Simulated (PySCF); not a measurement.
C₅H₁₀N (charge +1).
SMILES with atom numbers: `[CH2:1]=[CH:2][C@H:3]1[CH2:4][CH2:5][NH2+:6]1` (hydrogens: H7, H8 on C1; H9 on C2; H10 on C3; H11, H12 on C4; H13, H14 on C5; H15, H16 on N6)

Cartesian coordinates in Å at the GFN2-xTB level; atoms count from 1:
```
atom  x, y, z in Å
C1     2.299   -0.029   -0.724
C2     1.522    0.208    0.315
C3     0.080    0.587    0.222
C4    -0.769    0.083   -0.956
C5    -1.787   -0.420    0.071
N6    -0.812   -0.184    1.178
H7     3.341   -0.264   -0.598
H8     1.941    0.023   -1.738
H9     1.917    0.185    1.323
H10   -0.045    1.659    0.402
H11   -1.121    0.842   -1.646
H12   -0.290   -0.716   -1.515
H13   -2.107   -1.456   -0.017
H14   -2.661    0.222    0.174
H15   -1.160    0.314    2.001
H16   -0.355   -1.045    1.498
```

Method: PySCF, TDDFT PBE0/def2-SVPD, vertical, gas phase, core orbitals frozen in the response.

Transition dipole moments from the ground state, in atomic units and in the frame of the coordinates above (overall signs are arbitrary), for the states with f of 0.002 or more among the lowest 8:

| state | E (hartree) | μx | μy | μz |
| --- | --- | --- | --- | --- |
| S1 | 0.2458 | -0.668 | -0.008 | 0.430 |
| S2 | 0.2788 | 0.333 | 0.107 | -0.290 |
| S3 | 0.2805 | -0.369 | 0.417 | 0.227 |
| S4 | 0.2864 | 0.575 | -0.034 | -0.431 |
| S5 | 0.2899 | -0.297 | 0.029 | 0.264 |
| S6 | 0.2982 | 0.326 | -0.144 | -0.437 |
| S8 | 0.3276 | -0.230 | -0.098 | 0.198 |

Work out the oscillator strengths.

f = (2/3) ΔE |μ|² with ΔE in hartree (27.2114 eV).

```json
{"state": "S1", "|μ|² (au)": "0.631", "|μ| (D)": "2.02", "f": "0.103"}
{"state": "S2", "|μ|² (au)": "0.206", "|μ| (D)": "1.15", "f": "0.038"}
{"state": "S3", "|μ|² (au)": "0.362", "|μ| (D)": "1.53", "f": "0.068"}
{"state": "S4", "|μ|² (au)": "0.517", "|μ| (D)": "1.83", "f": "0.099"}
{"state": "S5", "|μ|² (au)": "0.159", "|μ| (D)": "1.01", "f": "0.031"}
{"state": "S6", "|μ|² (au)": "0.318", "|μ| (D)": "1.43", "f": "0.063"}
{"state": "S8", "|μ|² (au)": "0.101", "|μ| (D)": "0.81", "f": "0.022"}
```

Which bond between heavy atoms lies closest to the direction of the S1 transition dipole?

C4–C5 and C1–C2, at 22° from it; next C3–N6 at 33°.

What angle do the transition dipoles of S3 and S5 make?

|cos θ| = |μa·μb| / (|μa| |μb|) = 0.76, so θ ≈ 41° (taken between 0 and 90°, since the signs are arbitrary).

How is the summed strength of these states shared among x, y and z?

(2/3) Σ ΔE μα² gives 0.232 for x, 0.041 for y and 0.151 for z, 0.424 in all.

What peak molar absorption coefficient would the strongest computed level give as a lone Gaussian band 0.4 eV wide at half height?

ε(max) = 2.175×10⁸ f / FWHM, with the width in cm⁻¹. S1: 2.175×10⁸ × 0.1034 / 3226 ≈ 7000 L mol⁻¹ cm⁻¹.

On one thread of an Intel Xeon at 2.50 GHz, on a shared host, this took 1.7 min wall, 81 s CPU (with the writing of density and orbital grids) and 0.80 GiB of memory at its peak.

One conformer stands for the species.
